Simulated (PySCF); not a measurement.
A species of formula C4H7F has this rotational fingerprint, computed with PBE0-D3(BJ)/def2-SVP geometry optimisation, gas phase in PySCF 2.14.0:

- Rotational constants: A = 11529, B = 2744, C = 2490 MHz
- Dipole components: |μa| = 0.67 D, |μb| = 1.04 D, |μc| = 0.13 D
- Inertial defect: -25.05 u·Å²
- κ: -0.94

Task: Which candidate fits, each taken in the one conformer that was computed?
A. `[CH2:1]=[CH:2][CH2:3][CH2:4][F:5]` with C1–C2–C3–C4 125°, C2–C3–C4–F5 60°
B. `CC1(F)CC1`
C. `[F:1][CH:2]1[CH2:3][CH2:4][CH2:5]1` with F1–C2–C3–C4 -142°, C2–C3–C4–C5 21°, C3–C4–C5–C2 -21°, F1–C2–C5–C4 142°
D. `[CH3:1]/[CH:2]=[CH:3]\[CH2:4][F:5]` with C2–C3–C4–F5 -135°
E. `[CH3:1]/[CH:2]=[CH:3]/[CH2:4][F:5]` with C2–C3–C4–F5 1°
F. `[CH3:1][CH2:2]/[CH:3]=[CH:4]\[F:5]` with C1–C2–C3–C4 113°

Result: F. It is CC/C=C\F, a near-prolate asymmetric top, point group C1. The candidates at the same level (rigid rotor, commonest isotopes):

```tsv
SMILES	A (MHz)	B (MHz)	C (MHz)	μa (D)	μb (D)	μc (D)	Δ (u·Å²)	point group	rotor
CC1(F)CC1	6726	5333	4005	0.56	1.51	0.00	-43.73	Cs	asymmetric top
FC1CCC1	10366	4322	3440	1.61	0.00	0.48	-18.78	Cs	asymmetric top
C=CCCF	13028	2667	2416	0.58	1.44	0.33	-19.14	C1	near-prolate asymmetric top
C/C=C/CF	14871	2528	2220	0.76	1.36	0.00	-6.33	Cs	near-prolate asymmetric top
CC/C=C\F	11529	2744	2490	0.67	1.04	0.13	-25.05	C1	near-prolate asymmetric top
C/C=C\CF	13457	2489	2264	1.92	0.31	0.88	-17.36	C1	near-prolate asymmetric top
```

`C/C=C\CF` has A 17 % too high; `C=CCCF` has A 13 % too high; `C/C=C/CF` has A 29 % too high; `CC1(F)CC1` has B 94 % too high; `FC1CCC1` has B 57 % too high. No structure here is proved a minimum.
